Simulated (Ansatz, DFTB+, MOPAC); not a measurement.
Molecule: CHOS (charge +1, singlet). SMILES: C(=O)=[SH+]

Atoms: O1, C2, S3, H4. Bonds: O1-C2, C2-S3, S3-H4.

Bond lengths (Å) and angles (degrees) optimised at AM1 with MOPAC; PM3 with MOPAC; SCC-DFTB with DFTB+; HF/6-31G* with Ansatz (a first-principles code); PBE/6-31G* with Ansatz; B3LYP/6-31G* with Ansatz, each started from the B3LYP-D3(BJ)/def2-TZVP structure (Ansatz) of the last column. A row stands for all coordinates that are equal there. 6-31G* holds six Cartesian d functions. No wavenumbers were computed at SCC-DFTB, PBE/6-31G*, so these may be saddle points.

```csv
coordinate,AM1,PM3,SCC-DFTB,HF/6-31G*,PBE/6-31G*,B3LYP/6-31G*,B3LYP-D3(BJ)/def2-TZVP
O1-C2,1.171,1.142,1.116,1.099,1.147,1.133,1.122
C2-S3,1.567,1.643,1.659,1.687,1.660,1.666,1.652
S3-H4,1.357,1.330,1.360,1.333,1.374,1.363,1.363
O1-C2-S3,174.9,172.9,172.7,176.9,174.9,175.4,176.1
C2-S3-H4,99.3,101.0,101.9,92.0,91.7,91.8,90.8
```

Mean signed difference of all 3 bond lengths from B3LYP-D3(BJ)/def2-TZVP: AM1 -0.014 Å, PM3 -0.008 Å, SCC-DFTB -0.001 Å, HF/6-31G* -0.006 Å, PBE/6-31G* 0.015 Å, B3LYP/6-31G* 0.008 Å.
